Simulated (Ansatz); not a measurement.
Ideal-gas functions of P₂ at 500 K and 1 bar, from an Ansatz frequency run at PBE0-D4/def2-TZVP.

Molar mass 61.95 g/mol, point group D∞h (symmetry number 2), electronic degeneracy 1, moments of inertia 54.835 u Å². Harmonic wavenumbers (cm⁻¹, unscaled): 833.

Use S(trans) = R[1.5 ln M + 2.5 ln T − 1.1517]; rotational temperatures θ = 24.2544 K / I; S(rot) = R[ln(T/σθ) + 1]; for each mode x = 1.438777 ν̃/T, S = R[x/(eˣ − 1) − ln(1 − e⁻ˣ)] and H = RT x/(eˣ − 1); 1 cm⁻¹ = 0.0119627 kJ/mol; R = 8.31446 J/(mol·K).

Task: By hand: the entropy, in J/(mol·K).

Result: Translation 171.1. Rotation: θ = 0.4423 K, giving 61.0. Vibration, mode by mode: 2.79, in all 2.8. Electronic 0.0. Sum 234.9 J/(mol·K).

Task: By hand: H − E and G − E in kJ/mol, counted from the electronic energy.

Result: Zero-point energy ½ × 833 × 0.0119627 = 5.0; thermal vibration 1.0; translation, rotation and pV give 3.5 RT = 14.6. H − E = 20.6 kJ/mol, and G − E = 20.6 − 500 × 234.9/1000 = -96.8 kJ/mol.

Vibration gives 1 % of the entropy.
